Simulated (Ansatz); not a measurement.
A made-up structure of AlH4SO (charge +1), singlet:

Al1  (-1.241, 0.476, -0.934)
O2  (-0.027, -0.424, 0.062)
S3  (1.237, 0.009, 0.838)
H4  (-2.311, -0.519, -1.470)
H5  (1.139, 1.124, 1.610)
H6  (1.065, -0.615, 2.036)
H7  (2.149, -0.921, 0.441)
(Å)

It is relaxed with PBE-D4/def2-SVP and then PBE0-D4/def2-TZVP (Ansatz 0.2.0). Atoms count as bonded within 1.22 times the sum of their covalent radii (H–H: 0.88 Å). The end point is not checked to be a true minimum.

(1) Does its bonding change? (Judge from chemistry; the calculation decides.)

Answers

(1) By the calculation: Yes. Formed: Al1–H5; broken: S3–H5.

Where it ends: The first stage lowers the energy by 5.13 eV in 26 steps. It ends as AlH₄SO ([AlH2][O][SH2]), total charge +1:
Al1  (-1.044, 0.581, -0.239)
O2  (0.292, -0.538, 0.251)
S3  (1.577, -0.350, 1.088)
H4  (-2.082, -0.196, -1.099)
H5  (-0.776, 2.009, 0.340)
H6  (1.527, -1.418, 1.931)
H7  (2.515, -0.958, 0.310)
(Å)

Labels in which every atom is bracketed show which atoms are joined, not bond orders.

For scale, one of the runs: PBE0-D4/def2-TZVP relaxation, 129 basis functions, launched by `ansatz run in.yaml --threads 2 --pin off --events-out ev --progress --plain --max-ram 4352MiB`. The run took about 17 s on 2 CPU threads of an Arm Neoverse V2 (shared host).
